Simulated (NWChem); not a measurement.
# phosphine (PH3); SMILES P

Program: NWChem. Pople sets run with spherical d functions. STO-3G and 3-21G are far too small for this property and stand as cheap habits. Geometry: optimised at PBE-D3(BJ)/def2-SVP. Vertical excitations in the gas phase; the lowest state need not have the same character in each row.

### Question
Taking B3LYP/def2-TZVPD, TDA as the yardstick, which of these has the fewest basis functions while keeping “lowest excitation, singlet (eV)” within 0.1 eV of it: B3LYP/6-31G*, TDA; B3LYP/6-31+G*, TDA; B3LYP/3-21G, TDA; B3LYP/def2-SVP, TDA; B3LYP/def2-TZVP, TDA; B3LYP/aug-cc-pVDZ, TDA; B3LYP/def2-SVPD, TDA?

### Answer
none of them.
| level | basis functions | lowest excitation, singlet (eV) | relative time (rough) |
|---|---|---|---|
| B3LYP/3-21G, TDA | 19 | 8.08 | 1 |
| B3LYP/6-31G*, TDA | 24 | 7.80 | 2 |
| B3LYP/6-31+G*, TDA | 28 | 6.56 | 2 |
| B3LYP/def2-SVP, TDA | 33 | 7.95 | 2 |
| B3LYP/def2-SVPD, TDA | 48 | 7.10 | 4 |
| B3LYP/aug-cc-pVDZ, TDA | 54 | 6.41 | 7 |
| B3LYP/def2-TZVP, TDA | 55 | 7.41 | 5 |
| B3LYP/def2-TZVPD, TDA | 70 | 6.73 | 8 |

The yardstick is one finite set, not the basis-set limit.
